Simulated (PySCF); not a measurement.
A search over the determinants of Si2

Unrestricted PBE0; basis Si 3-21G; no relativity; PySCF 2.14. Outer shells of the fragments: Si 3s2 3p2; Si 3s2 3p2.

Followed along the bond (rough minima from three points):

| 2Ms+1 | unpaired | ⟨S²⟩ at the start | R at minimum (Å) | Te (eV) |
| --- | --- | --- | --- | --- |
| 3 | π ↑↑ | 2.00 | 2.36 | 0.00 |
| 3 | σ ↑, π ↑ | 2.00 | 2.22 | 0.04 |
| 1 | π ↑↓ | 1.00 | 2.37 | 0.23 |
| 1 | σ ↓, π ↑ | 1.01 | 2.22 | 0.24 |
| 1 | none | 0.00 | 2.39 | 0.79 |

Solutions found at the starting distance of 2.230 Å, counted from the lowest of them; the search is not exhaustive and high or unbound solutions are not listed, so other states can lie among these:

| 2Ms+1 | unpaired | term | E (eV) | ⟨S²⟩ | ⟨Lz²⟩ |
| --- | --- | --- | --- | --- | --- |
| 3 | σ ↑, π ↑ | ³Π | 0.00 | 2.00 | 1.00 |
| 3 | π ↑↑ | ³Σ⁻ | 0.06 | 2.00 | 0.00 |
| 1 | σ ↓, π ↑ | mixed | 0.20 | 1.01 | 1.00 |
| 1 | π ↑↓ | mixed | 0.30 | 1.00 | 2.00 |
| 1 | none | mixed | 0.88 | 0.00 | 2.00 |
| 1 | none | ¹Σ⁺ | 1.17 | 0.00 | 0.00 |
| 5 | σ ↑, π ↑↑↑ | ⁵Π | 1.39 | 6.00 | 1.00 |
| 3 | σ ↑, π ↑↑↓ | mixed | 2.01 | 3.01 | 3.00 |
| 3 | σ ↓, π ↑↑↑ | mixed | 2.04 | 3.02 | 1.00 |
| 3 | π ↑↑ | mixed | 2.86 | 2.00 | 2.00 |
| 3 | π ↑↑ | mixed | 2.86 | 2.00 | 2.00 |
| 3 | π ↑↑ | mixed | 3.42 | 2.00 | 2.00 |
| 5 | π ↑↑↑↑ | ⁵Σ⁺ | 4.20 | 6.01 | 0.00 |
| 5 | σ ↑↑, π ↑↑ | mixed | 4.60 | 6.00 | 2.00 |

A term symbol is given only where ⟨S²⟩ and ⟨Lz²⟩ are close to those of a pure state; real π, δ and φ orbitals otherwise mix terms, and g/u labels are left off.

**Question.** Compare the gap between the two lowest followed solutions at the starting distance with the gap between their minima.

**Answer.** At PBE0 the second solution (triplet, unpaired electrons σ ↑, π ↑) lies -0.06 eV from the first (triplet, unpaired electrons π ↑↑) at 2.230 Å and +0.04 eV at the minima; the two curves relax by different amounts, since their minima lie near 2.22 and 2.36 Å. A gap this small is a tie at this level.

3-21G is very small, so such numbers show the basis as much as the molecule.
